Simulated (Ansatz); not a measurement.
in.yaml

```yaml
crystal:
  periodic: [false, false, false]
  atoms:
    - {symbol: H, position_ang: [-2.184110, 0.000000, 0.000000]}
    - {symbol: H, position_ang: [-0.995110, 0.000000, 0.000000]}
    - {symbol: C, position_ang: [0.168890, 0.000000, 0.000000]}
    - {symbol: H, position_ang: [0.583358, 0.000000, 0.996161]}
    - {symbol: H, position_ang: [0.583358, 0.000000, -0.996161]}
basis:
  gaussian: {orbitals: cc-pVDZ}
magnetization: {spin_polarized: false, initial_magnetization: 2}
correlation: {method: sc_nevpt2, electrons: outside_noble_gas, active_space: {window: {electrons: 4, orbitals: 4}}}
```

```sh
$ ansatz run in.yaml --threads 1 --pin off --events-out ev --progress --plain --max-ram 3956MiB --backend cpu
```

Log:

```
304 factors; integrals over basis functions are off by at most 1.4e-3 eV
mean field evaluation 1: about -1088.3283 eV, gradient 1.2e1 eV
mean field evaluation 2: about -1088.3281 eV, gradient 1.2e1 eV
mean field evaluation 4: about -1089.1976 eV, gradient 2.0e0 eV
mean field evaluation 8: about -1089.2375 eV, gradient 1.4e-4 eV
mean field -1089.23753148 eV, -40.0287409701 hartree, gradient 1.6e-6 eV, S^2 2.000000; 0 other end points of the search recorded, 0 dependent functions left out
reference -1089.23753148 eV, -40.0287409701 hartree; 6, 4 occupied and 28, 30 virtual orbitals, 304 factors
state -1089.82175137 eV, -40.0502106550 hartree
state -1089.82175137 eV, -40.0502106550 hartree; corrected -1093.11649174 eV, -40.1712901305 hartree
Total energy: -1093.11649174 eV, -40.1712901305 hartree
```

For the same geometry and basis full CI lies 741.7 meV lower.

Ran on 1 thread of AMD EPYC 7R13, shared host: 0.24 s wall, 0.1 GiB peak host memory.
